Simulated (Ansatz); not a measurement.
Two structures, one formula

Two relaxed structures of BSiH$_{2}$F, closed shell (PBE0-D4/def2-TZVP; forces vanish, vibrations not checked).

A:

| atom | x (Å) | y (Å) | z (Å) |
| --- | --- | --- | --- |
| B1 | -0.8680 | -0.7328 | -0.4005 |
| Si2 | 0.4393 | 0.3567 | 0.3213 |
| F3 | 0.3907 | 1.9368 | 0.0732 |
| H4 | -1.8010 | -1.4566 | -0.4184 |
| H5 | 1.8390 | -0.1041 | 0.4244 |

B:

| atom | x (Å) | y (Å) | z (Å) |
| --- | --- | --- | --- |
| B1 | 0.0233 | 1.0457 | 0.3003 |
| Si2 | 0.9035 | 0.6310 | -1.2473 |
| F3 | -0.6000 | 1.3395 | 1.4140 |
| H4 | 1.3382 | 1.4932 | 0.1105 |
| H5 | 0.5703 | -0.2347 | 0.1366 |

Program: Ansatz 0.2.0. Basis: def2-TZVPP. Cores are frozen in the correlated methods. B3LYP uses VWN-RPA correlation.

Task: Which structure is lower at CCSD(T), and by how much? (An estimate is asked for; the value comes from the calculation.)

Result: By the calculation: B, by 25.65 kcal/mol (electronic energy, against the other). By their contacts, A is BSiH₂F ([BH][SiH][F]) and B is BSiH₂F ([F][B]12[H][Si]1[H]2).

All methods give the same order:

```csv
method,E(B) − E(A) (kcal/mol)
PBE-D4,-32.97
r2SCAN-D4,-30.13
PBE0-D4,-31.55
B3LYP-D4,-25.80
wB97M-V,-30.42
HF,-16.07
MP2,-28.72
CCSD,-24.27
CCSD(T),-25.65
```

T1 diagnostic: at most 0.017. The restricted Hartree–Fock reference is unstable towards an unrestricted one at one or more of these structures.

Labels in which every atom is bracketed show which atoms are joined, not bond orders.

For scale, one of the runs: CCSD(T)/def2-TZVPP, 132 basis functions, launched by `ansatz run in.yaml --threads 2 --pin off --events-out ev --progress --plain --max-ram 4352MiB`. Hardware: 2 CPU threads of an AMD EPYC 9R45, shared host. Wall time 3.1 s; peak host memory 0.67 GiB.
